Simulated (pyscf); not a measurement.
This saddle point was located with ωB97X-D3(BJ)/def2-SVP in PySCF.

```xyz
6

Cl    -0.0474     0.2345     1.5691
B     -0.9604    -0.1238     0.0673
Cl    -1.4290    -1.7955    -0.3833
H     -2.0335     0.6159     0.0575
H     -0.3153     0.4020    -0.9359
H     -1.2857     0.8381    -0.7026
```
Charge 0, spin multiplicity 1.

Surface: singlet, charge 0. Lowest wavenumbers (cm⁻¹): 1132i, 258, 687, 774, 793.

### Question
Which two sides does it connect, and which bonds change?

### Answer
Cl–BH–Cl (SMILES ClBCl) + H₂ (SMILES [H][H]) ⇌ Cl–BH–Cl (SMILES ClBCl) + H₂ (SMILES [H][H]), a four-centre exchange read from left to right: B–H, H–H broken and B–H, H–H formed. At ωB97M-D3(BJ)/def2-TZVP it lies +27.7 kcal/mol from the left side and +27.7 kcal/mol from the right (each side as separated species at their lowest minima found). At the saddle there is also a short B–H contact that neither side keeps. This is the saddle that the search found; another between the same sides may lie lower.
